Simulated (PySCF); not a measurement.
# Orbital picture of NaMg⁺

r²SCAN0 at R = 3.213 Å; PySCF, no relativity, basis sets Na 6-31G(d,p), Mg 6-31G(d,p). State: ¹Σ⁺ (singlet), closed shell. Only the outer orbitals are listed, counted within each symmetry.

| orbital | occ. | ε (eV) | on Na (%) | main shells (%) |
| --- | --- | --- | --- | --- |
| 1π | 2 | -56.73 | 0 | 100 Mg p |
| 1π | 2 | -56.73 | 0 | 100 Mg p |
| 5σ | 2 | -56.71 | 0 | 100 Mg p |
| 2π | 2 | -39.13 | 100 | 100 Na p |
| 2π | 2 | -39.13 | 100 | 100 Na p |
| 6σ | 2 | -39.10 | 100 | 100 Na p |
| 7σ | 2 | -10.14 | 10 | 88 Mg s |
| 8σ | 0 | -5.86 | 49 | 48 Na s, 39 Mg p, 12 Mg s |
| 3π | 0 | -4.80 | 17 | 83 Mg p, 16 Na p |
| 3π | 0 | -4.80 | 17 | 83 Mg p, 16 Na p |

Task: Which are the highest filled and the lowest empty level, where do they sit, and how wide is the gap?

Result: Highest filled 7σ at -10.14 eV (in %: 88 Mg s); lowest empty 8σ at -5.86 eV (in %: 48 Na s, 39 Mg p, 12 Mg s); the gap at r²SCAN0 is 4.28 eV.

```json
{
  "bond order (Mayer)": "0.35",
  "⟨S²⟩": "0.000",
  "charge on Na (Mulliken, basis-dependent)": "0.81",
  "charge on Na (Löwdin, basis-dependent)": "0.50",
  "dipole moment (positive dipole points towards Mg; it is taken about the centre of mass and depends on that origin)": "-3.01 D"
}
```

Closed-shell solutions of metal pairs were not tested for spin polarisation, which can lower them a little.
